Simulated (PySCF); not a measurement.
**ClH2LiO, a complex of two parts: interaction energy**

An exercise on one series of results from a longer session: the logs are not shown, and one member is left open.

Programs: PySCF 2.14.0. All values are calculated, for the isolated system unless a continuum is named. Atoms count from 0, parts from 1.

### Starting point

5 atoms, charge 0, multiplicity 1; geometry: GFN2-xTB. Parts: 1 = atoms 0–1, `[Li][Cl]`, charge 0; 2 = atoms 2–4, `O`, charge 0.

Set-up of the first run:

What the job is given:

```
{"job": {"xc": "PBE0", "basis": "def2-TZVPD", "d3": "d3bj", "grid": 3, "kind": "geom", "shake": 0.01}, "charge": 0, "multiplicity": 1, "parts": [{"atoms": "0-1", "charge": 0, "multiplicity": 1}, {"atoms": "2-4", "charge": 0, "multiplicity": 1}]}
Li    -0.076836     0.320265    -0.842039
Cl    -0.242615    -0.401911     1.046672
O     -1.725829     1.282923    -0.927559
H     -2.443347     1.819405    -1.139436
H     -1.835126     0.955585    -0.020548
```

Launch:

```console
$ OMP_NUM_THREADS=1 python cluster_run.py task.json out
```

This one command runs all jobs of the session in turn.

Among the steps run: Geometry optimisation at PBE0-D3(BJ)/def2-TZVPD; Coupled-cluster interaction energy: CCSD(T) and MP2, 1.87 Å; Coupled-cluster interaction energy: CCSD(T) and MP2, 1.97 Å; Coupled-cluster interaction energy: CCSD(T) and MP2, 2.06 Å; Coupled-cluster interaction energy: CCSD(T) and MP2, 1.78 Å; Coupled-cluster interaction energy: CCSD(T) and MP2, 2.34 Å; Coupled-cluster interaction energy: CCSD(T) and MP2, 1.69 Å; Coupled-cluster interaction energy: CCSD(T) and MP2, 2.81 Å; Coupled-cluster interaction energy: CCSD(T) and MP2, 3.74 Å.

One table of the session follows, with a row left open; its other results are not shown here.

It belongs to the step «Coupled-cluster interaction energy: CCSD(T) and MP2, 3.74 Å». 

```
                 method  interaction energy (kcal/mol)
         HF/aug-cc-pVDZ                          -4.45
        MP2/aug-cc-pVDZ                              ?
       CCSD/aug-cc-pVDZ                          -4.34
    CCSD(T)/aug-cc-pVDZ                          -4.32
         HF/aug-cc-pVQZ                          -4.39
        MP2/aug-cc-pVQZ                          -4.38
    SCS-MP2/aug-cc-pVQZ                          -4.32
      MP2, extrapolated                          -4.40
CCSD(T), limit estimate                          -4.35
```

**Question.** Estimate the row for MP2/aug-cc-pVDZ.

**Answer.** interaction energy (kcal/mol): -4.37. In the column «interaction energy (kcal/mol)» it lies between MP2/aug-cc-pVQZ (-4.38) and CCSD(T), limit estimate (-4.35).
